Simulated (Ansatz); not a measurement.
in.yaml

```yaml
crystal:
  periodic: [false, false, false]
  atoms:
    - {symbol: B, position_ang: [0.000000, 0.000000, 0.483273]}
    - {symbol: H, position_ang: [0.000000, 0.000000, -2.145727]}
    - {symbol: H, position_ang: [0.000000, 0.000000, 1.662454]}
basis:
  gaussian: {orbitals: cc-pVQZ}
total_charge: 1
correlation: {method: sc_nevpt2, electrons: outside_noble_gas, active_space: {window: {electrons: 4, orbitals: 6}, shells: [{species: B, l: s, shell: 2}, {species: B, l: p, shell: 2}, {species: H, l: s, shell: 1}]}}
```

```sh
$ ansatz run in.yaml --threads 2 --pin off --events-out ev --progress --plain --max-ram 24576MiB --backend cuda --devices 0, --max-vram 18GiB
```

Log:

```
1324 factors; integrals over basis functions are off by at most 2.3e-7 eV
mean field evaluation 1: about -686.7667 eV, gradient 1.0e1 eV
mean field evaluation 2: about -686.7663 eV, gradient 1.0e1 eV
mean field evaluation 4: about -687.6181 eV, gradient 1.2e0 eV
mean field evaluation 8: about -687.6300 eV, gradient 3.0e-4 eV
mean field -687.62996589 eV, -25.2699351542 hartree, gradient 6.2e-7 eV, S^2 0.000000; 0 other end points of the search recorded, 0 dependent functions left out; unrestricted orbitals would lower it
reference -687.62996589 eV, -25.2699351542 hartree; 3, 3 occupied and 112, 112 virtual orbitals, 1324 factors
state -690.49150289 eV, -25.3750946991 hartree
state -690.49150289 eV, -25.3750946991 hartree; corrected -690.98280343 eV, -25.3931496611 hartree
Total energy: -690.98280343 eV, -25.3931496611 hartree
Checks for a lower state left out: starts, orbital_swaps
```

Natural occupations: 1.9615 1.5958 0.4040 0.0147 0.0120 0.0120.

For the same geometry and basis full CI lies 268.3 meV lower.

Ran on 2 threads of AMD EPYC 7R13 with a shared H100 80 GB, shared host: 6 s wall, 0.8 GiB peak host memory.
